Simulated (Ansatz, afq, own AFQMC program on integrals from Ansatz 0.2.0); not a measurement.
**NHO, triplet: AFQMC among the cluster methods**

```xyz
3

N     0.0000   -0.1231    0.5972
O     0.0000    0.0652   -0.6011
H     0.0000    0.6766    1.2433
```

Connectivity, by distances: NH–O.

Basis cc-pVDZ. Noble-gas cores (and the filled d shells of Ga–Kr and In–Xe) are frozen. Integrals, coupled cluster, full CI and functionals: Ansatz 0.2.0; the random walks run on the same integrals in our own AFQMC program. The CISD trial takes its coefficients from CCSD amplitudes. Released means that phaseless walkers are propagated on without the constraint, phases kept. Free projection: walkers drawn from exp(T), propagated without any constraint. Its projection time is finite, and what remains of the start isn't in its error. Uncertainties: one standard error, sampling alone.

Determinant: UHF, the one that the program's search chose, which needn't be the lowest solution. The geometry is a point of a scan.

No full CI on the walks' own integrals is used here; CCSDT(Q) serves as the reference and is uncertain by about the last step of the cluster series.

Cautions: lower spins were not checked.

```
T1 diagnostic                               : 0.0322
weight of the determinant in the CISD state : 0.884
⟨S²⟩ of the determinant                     : 2.026
size of the correlated space                : 12 electrons in 31 orbitals
```

Reference: CCSDT(Q), correlation energy -9.284 eV. The released energy is read at 2.40 1/Eh (meV from the phaseless value at times in 1/Eh: -6 ± 18 at 0.24, -5 ± 15 at 0.51, 17 ± 19 at 0.99, -16 ± 18 at 1.62, 39 ± 30 at 2.40).

| level | E − E(reference) (kJ/mol) | share of correlation (%) |
| --- | --- | --- |
| HF | 895.8 | 0.00 |
| MP2 | 79.3 | 91.15 |
| CCSD | 28.2 | 96.85 |
| CCSD(T) | 4.7 | 99.48 |
| CCSDT | 3.3 | 99.63 |
| ph-AFQMC/HF | 22.9 ± 6.9 | 97.44 |
| ph-AFQMC/CISD | 1.0 ± 1.7 | 99.89 |
| released AFQMC | 4.8 ± 2.9 | 99.47 |
| free AFQMC | -1.7 ± 2.4 | 100.19 |

Free projections are given only where their last times agree within the noise and don't stop above the reference; a slow remainder of the start can still hide under it. A walk keeps the symmetry of its determinant, which the program's search chose and which needn't be the lowest solution, so a lower state of the same spin and another symmetry isn't excluded. Released energies are given only where the last usable release times agree within the noise; a slower fall can still hide under it.
